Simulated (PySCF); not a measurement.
A series of substituents X on one scaffold: ethyl-X. All species are isolated molecules in the gas phase. One relaxed conformer stands for each flexible species; it need not be the lowest. Strings in code marks are SMILES.

All values below come from B3LYP-D3(BJ)/def2-TZVP (PySCF). All candidates: neutral, multiplicity 1. B3LYP has the VWN-RPA correlation part, as in Gaussian. Excitations are Tamm–Dancoff values on a coarser integration grid. The basis has no diffuse functions, so Rydberg states are missing or too high.

```json
{
 "S1 excitation (TDA)": "6.63 eV",
 "T1 excitation (TDA)": "5.50 eV",
 "HOMO": "-7.44 eV"
}
```

Question: Identify which member has these values.
A) `C#CCC`
B) `CCBr`
C) `CCC#N`
D) `CCCC` (C–C–C–C torsion 180°)

Answer: A, `C#CCC`. The others give `CCC#N`: 7.73 eV, 6.44 eV, -9.09 eV; `CCCC` (C–C–C–C torsion 180°): 8.74 eV, 8.46 eV, -8.83 eV; `CCBr`: 6.06 eV, 5.37 eV, -7.58 eV
